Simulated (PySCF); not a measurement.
Gas-phase reaction: 3 SiH2 ⇌ c-Si3H6

Energies from PySCF (xtb for GFN2), thermal terms from the rigid-rotor harmonic-oscillator model, ideal gas at 1 bar. † marks an energy on the PBE0/def2-TZVP geometry and frequencies; other levels use their own. MP2 freezes the core. 6-31G* has spherical d functions here. All species are closed-shell singlets. B3LYP is the form with VWN-RPA correlation. c-Si3H6: computed as isolated molecules; such fragments, hydroxides, amides, oligomers or adducts are transient or little studied in the gas. MP2 isn't extrapolated to the basis-set limit; its ΔH°(298 K) is -550.8 kJ in def2-SVP and -572.4 kJ in def2-TZVPP. The harmonic model lacks anharmonicity and excited electronic states, which grow with temperature; levels with a mode under 35 cm⁻¹ are left out.

```csv
level,"ΔE electronic, kJ","ΔH°(298 K), kJ","ΔS°(298 K), J/K","ΔG°(800 K), kJ"
B3LYP/6-31G*,-537,-510,-318,-259
GFN2-xTB,-348,-328,-301,-92
HF/def2-TZVP†,-490,-463,-315,-216
M06-2X/def2-TZVP†,-560,-533,-315,-285
MP2/def2-SVP†,-578,-551,-315,-303
MP2/def2-TZVPP†,-599,-572,-315,-325
PBE/def2-SVP,-612,-586,-313,-340
PBE0/def2-QZVP†,-620,-593,-315,-346
PBE0/def2-SVP†,-621,-595,-315,-347
ωB97M-V/def2-TZVP†,-551,-524,-315,-277
```
ΔH° is lowest at PBE0/def2-SVP† and highest at GFN2-xTB. No reference value is set beside these.
